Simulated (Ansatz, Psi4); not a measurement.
## Exact exchange and the electronic atomisation energy of MgO (magnesium oxide)

MgO has 2 atoms, charge 0, and is taken as a singlet. SMILES: `[O]=[Mg]`. The shape is that of a PBE0-D4/def2-TZVP optimisation.

The electronic atomisation energy y, in eV, basis aug-cc-pVTZ; a is the functional's share of exact exchange. Programs: Ansatz 0.2.0, Psi4 1.11.

| functional | program | a | y (eV) |
| --- | --- | --- | --- |
| revPBE | Psi4 | 0 | 2.64 |
| TPSS | Psi4 | 0 | 2.58 |
| B3LYP | Psi4 | 0.2 | 2.26 |
| r2SCAN0 | Ansatz | 0.25 | 1.82 |
| PBE0 | Psi4 | 0.25 | ? |
| BHLYP | Psi4 | 0.5 | 1.27 |

Question: Fit y = c + s·a to the known rows and predict PBE0.

Answer: 
1. Means of the 5 rows: a = 0.1900, y = 2.114.
2. Σ(Δa)² = 0.172, Σ(Δa·Δy) = -0.4663, so the slope is -0.4663/0.172 = -2.711.
3. Intercept: 2.114 − (-2.711) × 0.1900 = 2.629. The largest residual of the fit is 0.17.
4. PBE0: 2.629 + (-2.711) × 0.25 = 1.95 eV.

The run gave 2.06 eV, so the prediction is off by -0.11 eV, within the largest residual.
